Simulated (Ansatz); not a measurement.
## Strength of the C–H bond: C2H3F → C2H2F + H

Species: C2H3F `C=CF`, singlet; C2H2F `C=[C]F`, doublet; H atom, doublet. 

Shapes, held fixed at every level: PBE0-D4/def2-TZVP. Programs: Ansatz 0.2.0. The zero-point and thermal change to 298 K, harmonic and unscaled (PBE0-D4/def2-TZVP), is -28.4 kJ/mol.

Estimate ΔH(298 K) of this reaction.

B2PLYP/def2-TZVPP gives ΔH(298 K) = +462.8 kJ/mol; the levels span +357.6 to +471.3. The median of the levels is +456.7. Hartree–Fock misses the correlation of the pair that is broken and comes out low. No measured value is set beside it here. Spin contamination: C2H2F (⟨S²⟩ up to 0.93). Open shells run unrestricted unless RO is named.

| level | kind | ΔH(298 K) (kJ/mol) |
| --- | --- | --- |
| HF/def2-SVP | Hartree–Fock | +357.6 |
| PBE-D4/def2-TZVPP | GGA | +448.5 |
| BHLYP-D4/def2-TZVPP | global hybrid | +461.2 |
| PBE0-D4/def2-TZVPP | global hybrid | +452.1 |
| r2SCAN0-D4/def2-TZVPP | global hybrid | +447.3 |
| wB97M-V/def2-TZVPP | range-separated hybrid | +471.3 |
| wB97X-V/def2-TZVPP | range-separated hybrid | +466.1 |
| B2PLYP/def2-TZVPP | double hybrid | +462.8 |
